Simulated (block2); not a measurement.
# SiNH4 (SMILES [NH][SiH3]): DMRG/STO-3G

What is the vertical doublet–quartet gap of SiNH4 at DMRG/STO-3G? 

The results are computed with block2 0.5.4.

4 further runs of the same task are left out: 1 that didn't finish, 3 set aside as unsound or not needed.

### Step 1. The molecule

SiNH4 has 6 atoms, charge 0, and is taken as a doublet. As SMILES, `[NH][SiH3]`. The coordinates come from a PBE0-D4/def2-TZVP relaxation.

Bond lengths: N1–Si2 1.753 Å, N1–H3 1.023 Å, Si2–H4 1.491 Å, Si2–H5 1.491 Å, Si2–H6 1.481 Å. Angles: N1–Si2–H4 110.8°, N1–Si2–H5 109.1°, N1–Si2–H6 109.3°, Si2–N1–H3 111.9°, H4–Si2–H5 108.6°, H4–Si2–H6 109.5°, H5–Si2–H6 109.5°.

### Step 2. A single-point energy at DMRG/STO-3G

Input file dmrg.py:

```python
import numpy as np
from pyscf import cc, dft, gto, mcscf, mp, scf
from pyblock2._pyscf.ao2mo import integrals as itg
from pyblock2.driver.core import DMRGDriver, SymmetryTypes

geom = """
N      0.592100    -0.835200     0.909500
Si    -0.203700     0.347600    -0.110000
H      0.922800    -1.640700     0.372700
H     -1.310600    -0.282300    -0.885500
H      0.789500     0.911800    -1.068900
H     -0.748100     1.434800     0.736200
"""
mol = gto.M(
    atom=geom,
    basis="sto-3g",
    charge=0,
    spin=1,
    verbose=4,
    max_memory=2000,
)
print("nao                     : %d" % (mol.nao))
mf = scf.ROHF(mol)
mf.conv_tol = 1e-10
mf.max_cycle = 200
mf.kernel()
if not mf.converged:
    mf = mf.newton().run(mf.mo_coeff, mf.mo_occ)
print("E(SCF)                  : %.10f" % (mf.e_tot))
ref = scf.UHF(mol).run(mf.make_rdm1(), conv_tol=1e-10)
pt = mp.MP2(ref, frozen=6).run()
mycc = cc.CCSD(ref, frozen=6)
mycc.max_cycle = 150
mycc.kernel()
print("MP2 total energy        : %.10f" % (pt.e_tot))
if mycc.converged:
    print(f"CCSD total energy       : {mycc.e_tot:.10f}")
    print(f"E(CCSD(T))              : {mycc.e_tot + mycc.ccsd_t():.10f}")
ks = dft.UKS(mol, xc="pbe").set(conv_tol=1e-9, verbose=3).run(mf.make_rdm1())
if ks.converged:
    print(f"E(PBE)                  : {ks.e_tot:.8f}")
ks = dft.UKS(mol, xc="b3lyp").set(conv_tol=1e-9, verbose=3).run(mf.make_rdm1())
if ks.converged:
    print("E(B3LYP)                : %.8f" % (ks.e_tot))
ks = dft.UKS(mol, xc="r2scan").set(conv_tol=1e-9, verbose=3).run(mf.make_rdm1())
if ks.converged:
    print(f"E(r2SCAN)               : {ks.e_tot:.8f}")
ks = dft.UKS(mol, xc="lda,vwn5").set(conv_tol=1e-9, verbose=3).run(mf.make_rdm1())
if ks.converged:
    print("E(SVWN5)                : %.8f" % (ks.e_tot))
ks = dft.UKS(mol, xc="bhandhlyp").set(conv_tol=1e-9, verbose=3).run(mf.make_rdm1())
if ks.converged:
    print(f"E(BHLYP)                : {ks.e_tot:.8f}")
occ_no, mo = mcscf.addons.make_natural_orbitals(mp.MP2(mf.to_uhf(), frozen=6).run())
mf.mo_coeff = mo
ncas, n_elec, spin, ecore, h1e, g2e, orb_sym = itg.get_rhf_integrals(mf, ncore=6, ncas=12, pg_symm=False, g2e_symm=1)
drv = DMRGDriver(scratch="./tmp", symm_type=SymmetryTypes.SU2, stack_mem=1500 << 20, n_threads=1)
idx = drv.orbital_reordering(h1e, g2e, method="gaopt")
print("orbital order:", idx.tolist())
h1e = h1e[np.ix_(idx, idx)]
g2e = g2e[np.ix_(idx, idx, idx, idx)]
orb_sym = np.array(orb_sym)[idx]
drv.initialize_system(n_sites=ncas, n_elec=n_elec, spin=spin, orb_sym=orb_sym)
mpo = drv.get_qc_mpo(h1e=h1e, g2e=g2e, ecore=ecore, iprint=0)
occs = np.array([1.9] * 6 + [1.0] * 1 + [0.1] * 5)[idx]
mps = drv.get_random_mps(tag="GS", bond_dim=25, nroots=1, occs=occs)
bond_dims = [25] * 2 + [50] * 4 + [100] * 3
noises = [0.0001] * 2 + [0.0001] * 4 + [1e-05] * 3 + [0]
thrds = [1e-08] * 9
e = drv.dmrg(mpo, mps, n_sweeps=15, tol=1e-07, bond_dims=bond_dims, noises=noises, thrds=thrds, iprint=1)
ms, dws, es = drv.get_dmrg_results()
print("discarded weight        : %.3e" % (dws[-1]))
print("total energy            : %.10f" % (e))
dm1 = drv.get_1pdm(mps)
print("natural occupations     :", np.round(np.linalg.eigvalsh(dm1)[::-1], 5).tolist())
c_act = mf.mo_coeff[:, 6:18][:, idx]
dm_ao = c_act @ dm1 @ c_act.T + 2 * mf.mo_coeff[:, :6] @ mf.mo_coeff[:, :6].T
print("dipole moment (debye)   :", np.round(scf.hf.dip_moment(mol, dm_ao, verbose=0), 4).tolist())
print("largest bipartite entropy: %.4f" % (max(drv.get_bipartite_entanglement(mps))))
ci = mcscf.CASCI(mf, 12, (7, 6))
ci.fix_spin_(ss=0.75)
ci.fcisolver.conv_tol = 1e-10
ci.fcisolver.max_cycle = 200
ci.kernel()
print(f"exact diagonalisation   : {ci.e_tot:.10f}")
```

On the command line:

```console
python dmrg.py
```

Standard output:

```text
[INPUT] verbose = 4
[... 66 lines left out ...]
converged SCF energy = -341.623617608543
[... 88 lines left out ...]
Init t2, MP2 energy = -0.0685345637869051
[... 19 lines left out ...]
MP2 total energy        : -341.6946012377
[... 12 lines left out ...]
converged SCF energy = -342.243219132987  <S^2> = 0.75211576  2S+1 = 2.0021146
[... 21 lines left out ...]
converged SCF energy = -342.438377061692  <S^2> = 0.75395779  2S+1 = 2.0039539
[... 21 lines left out ...]
converged SCF energy = -342.463091752689  <S^2> = 0.75364759  2S+1 = 2.0036443
[... 54 lines left out ...]
Sweep =   14 | Direction =  forward | Bond dimension =  100 | Noise =  0.00e+00 | Dav threshold =  1.00e-08
Time elapsed =     14.835 | E =    -341.7265098403 | DE = -4.75e-08 | DW = 3.06519e-05

discarded weight        : 3.065e-05
total energy            : -341.7265098403
natural occupations     : [1.99484, 1.98366, 1.97635, 1.96919, 1.96837, 1.9682, 1.00083, 0.03712, 0.02692, 0.02573, 0.02528, 0.02351]
dipole moment (debye)   : [-0.2068, -0.1326, -1.4809]
largest bipartite entropy: 0.3107

******** <class 'pyscf.mcscf.casci.CASCI'> ********
CAS (7e+6e, 12o), ncore = 6, nvir = 0
natorb = False
canonicalization = True
sorting_mo_energy = False
max_memory 2000 MB (current use 346 MB)
******** <class 'pyscf.fci.addons.SpinPenaltyFCISolver'> ********
max. cycles = 200
conv_tol = 1e-10
davidson only = True
linear dependence = 1e-12
level shift = 0.001
max iter space = 12
max_memory 2000 MB
nroots = 1
pspace_size = 400
spin = None
Density matrix diagonal elements [1.99449448 1.98329461 1.97597644 1.9670422  1.9681083  1.96849148
 1.00159786 0.0373529  0.02678927 0.02619882 0.02614319 0.02451046]
CASCI converged
CASCI E = -341.726873680434  E(CI) = -33.4585411066632  S^2 = 0.7500000
exact diagonalisation   : -341.7268736804
```

Wall time 45 s (1 thread of Intel Xeon Platinum 8259CL at 2.50GHz (Skylake/Cascade Lake), shared host); peak memory 0.43 GiB.

### Step 3. The quartet: the energy at DMRG/STO-3G

Input file block2_dmrg.py:

```python
import numpy as np
from pyscf import cc, dft, gto, mcscf, mp, scf
from pyblock2._pyscf.ao2mo import integrals as itg
from pyblock2.driver.core import DMRGDriver, SymmetryTypes

geom = """
N
Si 1 1.752625
H 1 1.022911 2 111.89876
H 2 1.491108 1 110.76314 3 54.98538
H 2 1.491394 4 108.64961 1 119.7997
H 2 1.481361 4 109.53092 5 119.61475
"""
mol = gto.M(
    atom=geom,
    basis="sto-3g",
    spin=3,
    verbose=3,
    max_memory=2000,
)
print("basis functions = %d" % (mol.nao))
mf = scf.ROHF(mol)
mf.conv_tol = 1e-10
mf.max_cycle = 200
mf.kernel()
if not mf.converged:
    mf = mf.newton().run(mf.mo_coeff, mf.mo_occ)
print(f"E(HF) = {mf.e_tot:.10f}")
ref = scf.UHF(mol).run(mf.make_rdm1(), conv_tol=1e-10)
pt = mp.MP2(ref, frozen=6).run()
mycc = cc.CCSD(ref, frozen=6)
mycc.max_cycle = 150
mycc.kernel()
print(f"MP2 total energy = {pt.e_tot:.10f}")
if mycc.converged:
    print(f"E(CCSD) = {mycc.e_tot:.10f}")
    print(f"CCSD(T) total energy = {mycc.e_tot + mycc.ccsd_t():.10f}")
ks = dft.UKS(mol, xc="pbe").set(conv_tol=1e-9, verbose=3).run(mf.make_rdm1())
if ks.converged:
    print("E(PBE) = %.8f" % (ks.e_tot))
ks = dft.UKS(mol, xc="b3lyp").set(conv_tol=1e-9, verbose=3).run(mf.make_rdm1())
if ks.converged:
    print("E(B3LYP) = %.8f" % (ks.e_tot))
ks = dft.UKS(mol, xc="r2scan").set(conv_tol=1e-9, verbose=3).run(mf.make_rdm1())
if ks.converged:
    print(f"E(r2SCAN) = {ks.e_tot:.8f}")
ks = dft.UKS(mol, xc="lda,vwn5").set(conv_tol=1e-9, verbose=3).run(mf.make_rdm1())
if ks.converged:
    print(f"E(SVWN5) = {ks.e_tot:.8f}")
ks = dft.UKS(mol, xc="bhandhlyp").set(conv_tol=1e-9, verbose=3).run(mf.make_rdm1())
if ks.converged:
    print(f"E(BHLYP) = {ks.e_tot:.8f}")
occ_no, mo = mcscf.addons.make_natural_orbitals(mp.MP2(mf.to_uhf(), frozen=6).run())
mf.mo_coeff = mo
ncas, n_elec, spin, ecore, h1e, g2e, orb_sym = itg.get_rhf_integrals(mf, ncore=6, ncas=12, pg_symm=False, g2e_symm=1)
drv = DMRGDriver(scratch="./tmp", symm_type=SymmetryTypes.SU2, stack_mem=1500 << 20, n_threads=1)
idx = drv.orbital_reordering(h1e, g2e, method="fiedler")
print("orbital order:", idx.tolist())
h1e = h1e[np.ix_(idx, idx)]
g2e = g2e[np.ix_(idx, idx, idx, idx)]
orb_sym = np.array(orb_sym)[idx]
drv.initialize_system(n_sites=ncas, n_elec=n_elec, spin=spin, orb_sym=orb_sym)
mpo = drv.get_qc_mpo(h1e=h1e, g2e=g2e, ecore=ecore, iprint=1)
occs = np.array([1.9] * 5 + [1.0] * 3 + [0.1] * 4)[idx]
mps = drv.get_random_mps(tag="GS", bond_dim=12, nroots=1, occs=occs)
bond_dims = [12] * 4 + [25] * 4 + [50] * 2 + [100] * 3
noises = [0.001] * 4 + [0.0001] * 4 + [0.0001] * 2 + [1e-05] * 3 + [0]
thrds = [1e-08] * 13
e = drv.dmrg(mpo, mps, n_sweeps=19, tol=1e-07, bond_dims=bond_dims, noises=noises, thrds=thrds, iprint=1)
ms, dws, es = drv.get_dmrg_results()
print("discarded weight = %.3e" % (dws[-1]))
print(f"total energy = {e:.10f}")
dm1 = drv.get_1pdm(mps)
print("occupation numbers =", np.round(np.linalg.eigvalsh(dm1)[::-1], 5).tolist())
c_act = mf.mo_coeff[:, 6:18][:, idx]
dm_ao = c_act @ dm1 @ c_act.T + 2 * mf.mo_coeff[:, :6] @ mf.mo_coeff[:, :6].T
print("dipole moment (debye) =", np.round(scf.hf.dip_moment(mol, dm_ao, verbose=0), 4).tolist())
print(f"largest bipartite entropy = {max(drv.get_bipartite_entanglement(mps)):.4f}")
csf, coef = drv.get_csf_coefficients(mps, cutoff=0.1, iprint=1)
print("c0^2 = %.4f" % (np.max(np.abs(coef)) ** 2))
ci = mcscf.CASCI(mf, 12, (8, 5))
ci.fix_spin_(ss=3.75)
ci.fcisolver.conv_tol = 1e-10
ci.fcisolver.max_cycle = 200
ci.kernel()
print("exact diagonalisation = %.10f" % (ci.e_tot))
```

On the command line:

```console
python block2_dmrg.py
```

Standard output:

```text
basis functions = 18
converged SCF energy = -341.278540194934
E(HF) = -341.2785401949
converged SCF energy = -341.281306918001  <S^2> = 3.7574686  2S+1 = 4.0037326
E(UMP2) = -341.336282935663  E_corr = -0.0549760176617622
E(SCS-UMP2) = -341.34507377132  E_corr = -0.0637668533194126
E(UCCSD) = -341.3671639982786  E_corr = -0.08585708027773263
MP2 total energy = -341.3362829357
E(CCSD) = -341.3671639983
UCCSD(T) correction = -0.000807636717608904
CCSD(T) total energy = -341.3679716350

WARN: HOMO 0.21663297556731 >= LUMO -0.140627275715684

WARN: HOMO 0.243845240337955 >= LUMO -0.0617000658794819

WARN: HOMO 0.227932619957024 >= LUMO -0.124269355739157

WARN: HOMO 0.235172345079089 >= LUMO -0.124689594700958

WARN: HOMO 0.233585633375805 >= LUMO -0.123116293708849

WARN: HOMO 0.232946210911909 >= LUMO -0.122767200561755

WARN: HOMO 0.232631271382241 >= LUMO -0.122866378952993

[... 8 lines left out ...]
converged SCF energy = -341.891765815473  <S^2> = 3.7510669  2S+1 = 4.0005334
[... 14 lines left out ...]
WARN: HOMO 0.191409778989291 >= LUMO -0.0914277397706589
[... 14 lines left out ...]
WARN: HOMO 0.221474431975021 >= LUMO -0.105674605975921
[... 13 lines left out ...]
WARN: HOMO 0.22198192516955 >= LUMO -0.105037749367919
[... 14 lines left out ...]
WARN: HOMO 0.247398802216703 >= LUMO -0.123902913995134
[... 13 lines left out ...]
converged SCF energy = -340.430782885817  <S^2> = 3.7518604  2S+1 = 4.0009301
[... 14 lines left out ...]
WARN: HOMO 0.141021746586567 >= LUMO -0.0191139955386095
[... 14 lines left out ...]
integral symmetrize error =  0.0
integral cutoff error =  0.0
[... 56 lines left out ...]
Sweep =   12 | Direction =  forward | Bond dimension =  100 | Noise =  1.00e-05 | Dav threshold =  1.00e-08
Time elapsed =      8.369 | E =    -341.3677212206 | DE = 9.46e-11 | DW = 5.07922e-05

Sweep =   13 | Direction = backward | Bond dimension =  100 | Noise =  0.00e+00 | Dav threshold =  1.00e-08
Time elapsed =      9.910 | E =    -341.3677581037 | DE = -3.69e-05 | DW = 5.12678e-05

Sweep =   14 | Direction =  forward | Bond dimension =  100 | Noise =  0.00e+00 | Dav threshold =  1.00e-08
Time elapsed =     11.436 | E =    -341.3677581054 | DE = -1.73e-09 | DW = 5.12646e-05

discarded weight = 5.126e-05
total energy = -341.3677581054
occupation numbers = [1.99318, 1.97943, 1.97009, 1.96522, 1.96351, 1.011, 1.00384, 0.98455, 0.03673, 0.03507, 0.02901, 0.02836]
dipole moment (debye) = [-2.5115, 0.0451, 0.7234]
largest bipartite entropy = 0.3820
mps center changed (temporarily)
DTRIE T =      0.001
Number of CSF =          1 (cutoff =       0.1)
Sum of weights of included CSF =    0.920720146512250

CSF          0 20200202-2--  =    0.959541633548149
c0^2 = 0.9207
CASCI E = -341.368503935613  E(CI) = -33.1026102664711  S^2 = 3.7500000
exact diagonalisation = -341.3685039356
```

Run time: 34 s. Hardware: 1 thread of Intel Xeon Platinum 8259CL at 2.50GHz (Skylake/Cascade Lake), shared host; peak memory 0.36 GiB.

### Step 4. Summary of results

At DMRG/STO-3G, 6 core orbitals frozen:

| quantity | value |
| --- | --- |
| run 1, DMRG/STO-3G: total energy | -341.72651 Eh |
| run 1, DMRG/STO-3G: dipole moment (of the density that the program reports) | 1.50 D |
| quartet: total energy | -341.36776 Eh |
| quartet: dipole moment (of the density that the program reports) | 2.61 D |
| vertical energy of the quartet above the doublet | 9.762 eV |

What this shows: At this shape the quartet lies 9.76 eV (225 kcal/mol) above the doublet. In a minimal basis such a difference can be off by several eV, whatever the method.
